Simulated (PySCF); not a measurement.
Species: cyanobutadiynyl radical, C5N (doublet state).
Bonds: C1–C2 (triple), C2–C3, C3–C4 (triple), C4–C5, C5–N6 (triple).

Theory: PBE0-D3(BJ)/def2-SVP geometry optimisation, gas phase (PySCF).

**Question.** Give the optimised bond lengths and angles.

**Answer.** 
| bond | length (Å) |
| --- | --- |
| C1≡C2 | 1.287 |
| C2–C3 | 1.329 |
| C3≡C4 | 1.242 |
| C4–C5 | 1.358 |
| C5≡N6 | 1.169 |

A selection of angles:
| angle | degrees |
| --- | --- |
| C1–C2–C3 | 168.0 |
| C2–C3–C4 | 179.2 |
| C3–C4–C5 | 179.8 |
| C4–C5–N6 | 179.9 |

The 4 C–C bonds span 1.242 Å (C3≡C4, drawn triple) to 1.358 Å (C4–C5, drawn single), a spread of 0.116 Å. The 6 heavy atoms lie in one plane (0.002 Å rms).

PBE0-D3(BJ)/def2-SVP frequencies: not computed here. ⟨S²⟩ = 0.812 (exact for a doublet: 0.75).
